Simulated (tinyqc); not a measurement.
UHF in the sto-6g basis, for NH3+, spin multiplicity 2, step by step. One step of it, computed by the program tinyqc.

Question. Orthogonalisation. S = U s U^T; symmetric (Loewdin) form X = U s^(-1/2) U^T, so that X^T S X = 1.

overlap S:
```
           1N 1s     1N 2s     1N 2px     1N 2py     1N 2pz      2H 1s      3H 1s      4H 1s
1N 1s   1.000000  0.229416   0.000000   0.000000   0.000000   0.036415   0.036402   0.036402
1N 2s   0.229416  1.000000   0.000000   0.000000   0.000000   0.369604   0.369522   0.369522
1N 2px  0.000000  0.000000   1.000000   0.000000   0.000000   0.353452  -0.176674  -0.176674
1N 2py  0.000000  0.000000   0.000000   1.000000   0.000000   0.000000   0.306061  -0.306061
1N 2pz  0.000000  0.000000   0.000000   0.000000   1.000000  -0.052234  -0.052219  -0.052219
2H 1s   0.036415  0.369604   0.353452   0.000000  -0.052234   1.000000   0.100429   0.100429
3H 1s   0.036402  0.369522  -0.176674   0.306061  -0.052219   0.100429   1.000000   0.100384
4H 1s   0.036402  0.369522  -0.176674  -0.306061  -0.052219   0.100429   0.100384   1.000000
```

Give: eigenvalues of S; X.

Answer.

eigenvalues of S: 0.4150  0.5140  0.5141  0.9598  1.0228  1.3855  1.3855  1.8031

X:
```
          1N 1s    1N 2s   1N 2px   1N 2py   1N 2pz    2H 1s    3H 1s    4H 1s
1N 1s    1.0227  -0.1373   0.0000   0.0000   0.0026   0.0174   0.0174   0.0174
1N 2s   -0.1373   1.2086   0.0000   0.0000  -0.0260  -0.2143  -0.2142  -0.2142
1N 2px   0.0000   0.0000   1.0907   0.0000   0.0000  -0.2211   0.1105   0.1105
1N 2py   0.0000   0.0000   0.0000   1.0907   0.0000   0.0000  -0.1915   0.1915
1N 2pz   0.0026  -0.0260   0.0000   0.0000   1.0036   0.0298   0.0297   0.0297
2H 1s    0.0174  -0.2143  -0.2211   0.0000   0.0298   1.1263  -0.0273  -0.0273
3H 1s    0.0174  -0.2142   0.1105  -0.1915   0.0297  -0.0273   1.1262  -0.0273
4H 1s    0.0174  -0.2142   0.1105   0.1915   0.0297  -0.0273  -0.0273   1.1262
```
